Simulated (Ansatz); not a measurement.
## SnH⁺, singlet: vertical spin and charge gaps

Geometry (PBE0/def2-TZVP stationary point for this spin):

```xyz
2

Sn    0.0000    0.0000    0.0000
H     0.0000    0.0000    1.7602
```

Basis def2-TZVPP with its core potentials; Ansatz 0.2.0. Correlated methods freeze the noble-gas cores and the filled d shells of p-block atoms. R marks a restricted (for open shells ROHF) determinant. Active spaces: valence = (4e, 5o) chosen from the atoms' valence shells. No spin–orbit coupling is included; scalar relativity enters through the core potentials alone.

Gaps are energies of the second state less the first, at fixed atoms, for a selection of the levels run; each method lands on the state that its own search finds for that charge and spin.

Triplet less singlet: 2.293 eV at full CI (singlet A1, triplet B1, in C2v).

```json
{"level": "RHF", "gap (eV)": "1.924", "error (meV)": "-369"}
{"level": "RMP2", "gap (eV)": "2.205", "error (meV)": "-88"}
{"level": "RCCSD", "gap (eV)": "2.303", "error (meV)": "10"}
{"level": "RCCSD(T)", "gap (eV)": "2.293", "error (meV)": "0"}
{"level": "BCCD(T)", "gap (eV)": "2.293", "error (meV)": "0"}
{"level": "RCCSDT", "gap (eV)": "2.289", "error (meV)": "-4"}
{"level": "RCCSDT(Q)", "gap (eV)": "2.289", "error (meV)": "-4"}
{"level": "CASSCF (valence space)", "gap (eV)": "2.305", "error (meV)": "12"}
{"level": "NEVPT2 (valence space)", "gap (eV)": "2.240", "error (meV)": "-53"}
{"level": "MRCISD (valence space)", "gap (eV)": "2.288", "error (meV)": "-5"}
{"level": "MRCISD+Q (valence space)", "gap (eV)": "2.282", "error (meV)": "-11"}
{"level": "PBE", "gap (eV)": "2.304", "error (meV)": "11"}
{"level": "r2SCAN", "gap (eV)": "2.102", "error (meV)": "-191"}
{"level": "PBE0", "gap (eV)": "2.229", "error (meV)": "-64"}
{"level": "B3LYP", "gap (eV)": "2.380", "error (meV)": "87"}
{"level": "BHLYP", "gap (eV)": "2.283", "error (meV)": "-10"}
{"level": "wB97M-V", "gap (eV)": "2.375", "error (meV)": "82"}
{"level": "B2PLYP", "gap (eV)": "2.315", "error (meV)": "22"}
{"level": "RPA-PBE", "gap (eV)": "2.262", "error (meV)": "-31"}
```

Functionals correlate the shells that the reference freezes, so part of their error here is the reference's.

Full CI is exact within this basis and frozen core; it isn't the basis-set limit.
